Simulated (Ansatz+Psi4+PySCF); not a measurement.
Two shapes of doublet CH3O.

Shape 1:

```xyz
5

C     0.6875    0.0296   -0.0820
O    -0.6721   -0.1257    0.0304
H    -1.0918    0.7403   -0.0952
H     1.1228    0.9753    0.2260
H     1.2211   -0.8881    0.1180
```

Shape 2:

```xyz
5

C     0.6763    0.0119   -0.0605
O    -0.6587   -0.1397    0.0075
H    -1.0680    0.7300   -0.0801
H     1.1157    0.9478    0.2162
H     1.2448   -0.8698    0.1159
```

Basis set: cc-pVTZ (spherical functions). Correlated methods keep 2 orbitals frozen. Correlation on ROHF uses semicanonical orbitals with singles. Charge 0, multiplicity 2.

Computed with Ansatz (development build ahead of 0.2.0) and Psi4 1.11; each method stands on the lowest determinant of its kind that the runs found.

**Question.** Which shape is lower in energy, and by how much in each method?

**Answer.**

| method | E(2) − E(1) (eV) |
| --- | --- |
| ROHF | -0.004 |
| UHF | -0.008 |
| ROHF-MP2 | 0.008 |
| UHF-MP2 | 0.011 |

The methods disagree on the order.
